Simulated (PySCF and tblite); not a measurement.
# Conformer ensemble of CH3CH2CF2CH3, C₄H₈F₂, numbered as in [CH3:1][CH2:2][C:3]([CH3:4])([F:5])[F:6]

Search: ETKDG and KDG, MMFF94s, GFN2-xTB, 90 starts; geometries at PBE0-D3(BJ)/def2-SVP. Energies: PBE0-D3(BJ)/def2-TZVP (IEF-PCM, chloroform), with GFN2-xTB thermal terms (modes under about 100 cm⁻¹ blended into free rotors). Symmetry numbers and mirror images are counted. Conformers within 3 kcal/mol (GFN2-xTB free energy) were kept, 8 at most. GIAO shieldings: PBE0/pcSseg-1 (IEF-PCM, chloroform). Couplings: B3LYP/pcJ-1 (gas phase; spin-dipole term only for pairs with B, N, F, Si or P). Couplings are for ¹³C, ¹⁹F, ¹H; a prime marks the second kind of pair between the same two sets of atoms. Shifts are against TMS (¹H), TMS (¹³C), CFCl3 (¹⁹F) at the same level. Programs: PySCF with density fitting and tblite.

Torsions listed: C1–C2–C3–F5. Of a mirror pair one member is shown.

```csv
conformer,shape,symmetry,E(GFN2) kcal/mol,E(DFT) kcal/mol,G(298.15 K) kcal/mol,weight %,dipole D
1,-61°,C1 (pair),0.00,0.01,0.00,61.3,2.70
2,58°,Cs,0.12,0.00,0.27,38.7,2.62
```

Weights (%) against temperature:

```tsv
T (K)	1	2	S(mix) cal/mol/K
250	60.8	39.2	2.17
273.15	61.1	38.9	2.17
298.15	61.3	38.7	2.17
323.15	61.5	38.5	2.17
373.15	61.8	38.2	2.17
```

Averaged shifts at 298.15 K. ¹H: 1.68 (H2, 2H), 1.56 (H4, 3H), 1.06 (H1, 3H) ppm. ¹³C: 126.8 (C3), 34.2 (C2), 24.3 (C4), 9.1 (C1) ppm. ¹⁹F: -118.5 (F5/F6) ppm.

Averaged couplings (Hz): ¹J(C1,C2) 37.1, ³J(C1,F5) 5.2, ¹J(C1,H1) 134.1, ²J(C1,H2) -3.5, ⁴J(C1,H4) 0.7, ¹J(C2,C3) 48.4, ²J(C2,F5) 27.0, ²J(H1,C2) -3.7, ¹J(C2,H2) 132.6, ³J(C2,H4) 2.5, ¹J(C3,C4) 50.5, ¹J(C3,F5) -292.7, ³J(H1,C3) 5.4, ²J(H2,C3) -4.2, ²J(C3,H4) -3.8, ²J(C4,F5) 29.2, ³J(H2,C4) 2.1, ¹J(C4,H4) 134.9, ³J(H2,F5) 15.4, ³J(H2,F5′) 13.7, ³J(H4,F5) 17.8, ²J(H1,H1) -14.2, ³J(H1,H2) 8.6, ²J(H2,H2) -15.4, ²J(H4,H4) -14.2. Computed couplings to fluorine can be off by tens of per cent at such levels.

Coordinates of conformer 1 (Å):

```xyz
14

C    -1.545    0.551    0.305
C    -0.763   -0.605   -0.292
C     0.676   -0.274   -0.633
C     1.569    0.131    0.512
F     0.685    0.726   -1.565
F     1.225   -1.362   -1.246
H    -2.603    0.280    0.432
H    -1.499    1.432   -0.352
H    -1.160    0.843    1.294
H    -1.224   -0.940   -1.235
H    -0.754   -1.475    0.384
H     1.210    1.060    0.974
H     2.585    0.296    0.127
H     1.598   -0.663    1.271
```

Coordinates of conformer 2 (Å):

```xyz
14

C     1.845    0.086   -0.581
C     0.582    0.530    0.136
C    -0.567   -0.444   -0.034
C    -1.853   -0.057    0.649
F    -0.181   -1.670    0.427
F    -0.812   -0.610   -1.368
H     2.654    0.817   -0.439
H     1.663   -0.021   -1.660
H     2.188   -0.886   -0.199
H     0.243    1.510   -0.236
H     0.762    0.645    1.217
H    -2.218    0.903    0.260
H    -1.698    0.029    1.733
H    -2.608   -0.832    0.455
```

Unscaled ¹⁹F shifts at such levels can be off by tens of ppm; differences between conformers or isomers are more reliable. Shifts are unscaled: against experiment ¹³C can be off by 15 ppm or more and ¹H by 0.8 ppm.

Search and properties took 2.2 min on 1 thread of Arm Neoverse V2 (shared host) (rough), launched as `OMP_NUM_THREADS=1 python ens_run.py task.json out`.
